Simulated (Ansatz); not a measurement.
## CH4S2, SMILES CSS: a rigid scan of one bond length, step by step

Program: Ansatz's Python interface.

`ch4s2.xyz`
```text
7

C    -0.71800    0.50160   -0.22440
S     0.42760    0.35080    1.10560
S     1.87580   -0.74290    0.18130
H    -1.05710   -0.41800   -0.57330
H    -0.31770    1.07790   -1.09400
H    -1.61960    1.14160    0.12670
H     1.47030   -1.97900    0.43240
```

The cells in order, each with its output:

**Cell 1**
```python
import ansatz as az
import matplotlib.pyplot as plt
import numpy as np
```

**Cell 2**
```python
BASIS_SET = '6-31G*'
LEVEL = 'mp2'
```

**Cell 3**
```python
molecule = az.Crystal.molecule_from_extxyz('ch4s2.xyz')
```

**Cell 4**
```python
symbols = [site.symbol for site in molecule.cartesian_sites]
start = np.array([site.position_ang for site in molecule.cartesian_sites])
axis = (start[2] - start[1]) / np.linalg.norm(start[2] - start[1])
moving = [2, 6]
lengths, energies = [1.73, 1.87, 2.04, 2.24, 2.55, 3.05, 3.67, 4.48], []
for length in lengths:
    xyz = start.copy()
    xyz[moving] += (length - np.linalg.norm(start[2] - start[1])) * axis
    point = az.Crystal.molecule()
    for symbol, place in zip(symbols, xyz):
        point = point.atom(symbol, place.tolist())
    setup = point.calculation().basis(gaussian=BASIS_SET).correlation(LEVEL)
    data = setup.run(threads=1, backend='cpu').report
    energies.append(data['free_energy_ev'])
    print(f'r = {length:6.3f} A  E = {energies[-1]:.5f} eV  <S^2> = {abs(data["mean_field"]["state"]["spin_squared"]):.3f}')
```
Output:
```text
r =  1.730 A  E = -22735.36900 eV  <S^2> = 0.000
r =  1.870 A  E = -22736.68541 eV  <S^2> = 0.000
r =  2.040 A  E = -22737.15565 eV  <S^2> = 0.000
r =  2.240 A  E = -22736.95739 eV  <S^2> = 0.000
r =  2.550 A  E = -22736.15890 eV  <S^2> = 0.000
r =  3.050 A  E = -22734.92545 eV  <S^2> = 0.000
r =  3.670 A  E = -22734.08084 eV  <S^2> = 0.000
r =  4.480 A  E = -22734.02424 eV  <S^2> = 0.000
```

**Cell 5**
```python
print('energy above the lowest point (eV):', [round(e - min(energies), 3) for e in energies])
plt.figure(figsize=(4.5, 3))
plt.plot(lengths, np.array(energies) - min(energies), 'o-')
plt.xlabel('bond length (A)')
plt.ylabel('E - E(min) (eV)')
plt.tight_layout()
plt.savefig('scan.png', dpi=100)
```
Output:
```text
energy above the lowest point (eV): [1.787, 0.47, 0.0, 0.198, 0.997, 2.23, 3.075, 3.131]
```

Notes:
- Total energies depend on the basis set; only differences at equal settings carry meaning.
- The rest of the molecule is held rigid at a force-field or estimated start geometry, and the basis set is modest; single-reference methods fail as a bond breaks.
- The orbitals are restricted, so S² is zero by construction.
- Toward dissociation an unrestricted state can lie under the restricted one, by tenths of an eV for polar bonds under a functional and by 1 to 2 eV or more for others.
- S² is that of the Hartree-Fock reference.
- Hardware and time: 10 s on 1 thread of Intel(R) Xeon(R) Platinum 8488C (Sapphire Rapids), with other jobs on the host, peak memory 0.23 GiB.
